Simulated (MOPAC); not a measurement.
MOPAC input (PM7):

```
PM7 1SCF UHF MS=0.5 GEO-OK AUX(PRECISION=9) THREADS=1
C3H3

C    -0.00517534 1   -0.10696577 1    0.84074838 1
C    -0.01360476 1   -0.69854769 1   -0.52112947 1
C     0.01459619 1    0.56938060 1   -0.61931483 1
H     0.91046776 1   -0.08734705 1    1.42564298 1
H    -0.92297864 1   -0.04704489 1    1.41948447 1
H     0.03761437 1    1.55118910 1   -1.04695191 1
```

Output:

```
 *******************************************************************************
 **                                                                           **
 **                              MOPAC v23.2.5                                **
 **                                                                           **
 *******************************************************************************
 ** MOPAC's Digital Object Identifier: https://doi.org/10.5281/zenodo.6511958 **
 **                                                                           **
 ** Please cite the open-source release paper for use of this MOPAC version:  **
 ** J. E. Moussa and J. J. P. Stewart (2026)                                  **
 ** MOPAC: An open-source semiempirical molecular orbital program             **
 ** J. Open Source Softw., 11(119), 8025, https://doi.org/10.21105/joss.08025 **
 *******************************************************************************

                              PM7 CALCULATION RESULTS

 *******************************************************************************
 *  PM7        - The PM7 Hamiltonian to be used
 *  GEO-OK     - OVERRIDE INTERATOMIC DISTANCE AND OTHER SAFETY CHECKS
 *  UHF        - UNRESTRICTED HARTREE-FOCK CALCULATION
 *  MS=        - IN MECI, MAGNETIC COMPONENT OF SPIN =  0.5
 *  1SCF       - DO 1 SCF AND THEN STOP
 *  AUX        - OUTPUT AUXILIARY INFORMATION
 *******************************************************************************
PM7 1SCF UHF MS=0.5 GEO-OK AUX(PRECISION=9) THREADS=1
 C3H3

   ATOM   CHEMICAL          X               Y               Z
  NUMBER   SYMBOL      (ANGSTROMS)     (ANGSTROMS)     (ANGSTROMS)

     1       C         -0.00517534  *  -0.10696577  *   0.84074838  *
     2       C         -0.01360476  *  -0.69854769  *  -0.52112947  *
     3       C          0.01459619  *   0.56938060  *  -0.61931483  *
     4       H          0.91046776  *  -0.08734705  *   1.42564298  *
     5       H         -0.92297864  *  -0.04704489  *   1.41948447  *
     6       H          0.03761437  *   1.55118910  *  -1.04695191  *

          CARTESIAN COORDINATES

    NO.       ATOM           X           Y           Z

     1         C         -0.0052     -0.1070      0.8407
     2         C         -0.0136     -0.6985     -0.5211
     3         C          0.0146      0.5694     -0.6193
     4         H          0.9105     -0.0873      1.4256
     5         H         -0.9230     -0.0470      1.4195
     6         H          0.0376      1.5512     -1.0470

 General Reference for PM7:
 "Optimization of Parameters for Semiempirical Methods VI: More Modifications to the
 NDDO Approximations and Re-optimization of Parameters", J. J. P. Stewart, J. Mol. Mod., 1:32, 19 (2013)
 https://link.springer.com/article/10.1007/s00894-012-1667-x

           Empirical Formula: C3 H3  =     6 atoms

      MOLECULAR POINT GROUP   :   Cs

          UHF CALCULATION, NO. OF ALPHA ELECTRONS =    8
                           NO. OF BETA  ELECTRONS =    7

 -------------------------------------------------------------------------------
 PM7 1SCF UHF MS=0.5 GEO-OK AUX(PRECISION=9) THREADS=1
 C3H3

     1SCF WAS SPECIFIED, SO BFGS WAS NOT USED
     SCF FIELD WAS ACHIEVED

                              PM7 CALCULATION
                                                       MOPAC v23.2.5 Linux

          FINAL HEAT OF FORMATION =        142.32659 KCAL/MOL =     595.49447 KJ/MOL

          COSMO AREA              =         82.78 SQUARE ANGSTROMS
          COSMO VOLUME            =         65.93 CUBIC ANGSTROMS

          IONIZATION POTENTIAL    =         10.345811 EV
          ALPHA SOMO LUMO (EV)    =        -10.346  0.853
          BETA  SOMO LUMO (EV)    =        -10.490 -1.048
          NO. OF ALPHA ELECTRONS  =          8
          NO. OF BETA  ELECTRONS  =          7
          MOLECULAR WEIGHT        =         39.0567         POINT GROUP:  Cs

          MOLECULAR DIMENSIONS (Angstroms)

            Atom       Atom       Distance
            H     6    H     4     3.09199
            H     5    C     2     2.02857
            H     5    H     4     1.37592

          SCF CALCULATIONS        =          1

   ATOM   CHEMICAL          X               Y               Z
  NUMBER   SYMBOL      (ANGSTROMS)     (ANGSTROMS)     (ANGSTROMS)

     1       C         -0.00517534  *  -0.10696577  *   0.84074838  *
     2       C         -0.01360476  *  -0.69854769  *  -0.52112947  *
     3       C          0.01459619  *   0.56938060  *  -0.61931483  *
     4       H          0.91046776  *  -0.08734705  *   1.42564298  *
     5       H         -0.92297864  *  -0.04704489  *   1.41948447  *
     6       H          0.03761437  *   1.55118910  *  -1.04695191  *

                             CARTESIAN COORDINATES

   1    C       -0.005175340    -0.106965770     0.840748380
   2    C       -0.013604760    -0.698547690    -0.521129470
   3    C        0.014596190     0.569380600    -0.619314830
   4    H        0.910467760    -0.087347050     1.425642980
   5    H       -0.922978640    -0.047044890     1.419484470
   6    H        0.037614370     1.551189100    -1.046951910

           Empirical Formula: C3 H3  =     6 atoms

      MOLECULAR POINT GROUP   :   Cs

          ALPHA EIGENVALUES
 -30.39182 -21.28046 -18.62923 -15.69870 -14.20658 -13.17212 -10.57848 -10.34581
   0.85306   1.86487   3.49032   5.38907   5.39878   5.76831   5.90337

           BETA EIGENVALUES
 -30.38171 -21.13588 -18.28315 -15.58751 -13.47720 -12.09470 -10.49047  -1.04777
   1.16878   2.17362   3.75990   5.39511   5.45123   5.79494   5.90924

              NET ATOMIC CHARGES AND DIPOLE CONTRIBUTIONS

  ATOM NO.   TYPE          CHARGE      No. of ELECS.   s-Pop       p-Pop
    1          C          -0.333696        4.3337     1.07747     3.25623
    2          C           0.119581        3.8804     1.29922     2.58120
    3          C          -0.307928        4.3079     1.11554     3.19239
    4          H           0.161366        0.8386     0.83863
    5          H           0.161366        0.8386     0.83863
    6          H           0.199312        0.8007     0.80069
 DIPOLE           X         Y         Z       TOTAL
 POINT-CHG.     0.005     0.309     0.472     0.564
 HYBRID         0.011     0.533     0.174     0.560
 SUM            0.016     0.841     0.646     1.061

          ATOMIC ORBITAL ELECTRON POPULATIONS

     Atom    s        px        py        pz
    1  C   1.07747   1.17057   1.13171   0.95396
    2  C   1.29922   0.81483   0.90993   0.85645
    3  C   1.11554   1.17864   1.07026   0.94349
    4  H   0.83863
    5  H   0.83863
    6  H   0.80069

                    (SZ)    =    0.500000
                    (S**2)  =    0.768434

          ATOMIC ORBITAL SPIN POPULATIONS

    Atom   Total    s     px     py     pz
         Atomic
    1  C  0.2512  0.005  0.008  0.233  0.006
    2  C  0.8468  0.201  0.113  0.415  0.118
    3  C -0.0888 -0.006 -0.115  0.021  0.011
    4  H -0.0056 -0.006
    5  H -0.0056 -0.006
    6  H  0.0022  0.002

 **********************
 *                    *
 * JOB ENDED NORMALLY *
 *                    *
 **********************

 == MOPAC DONE ==
```

The geometry given is a B3LYP-D3(BJ)/def2-TZVP minimum.
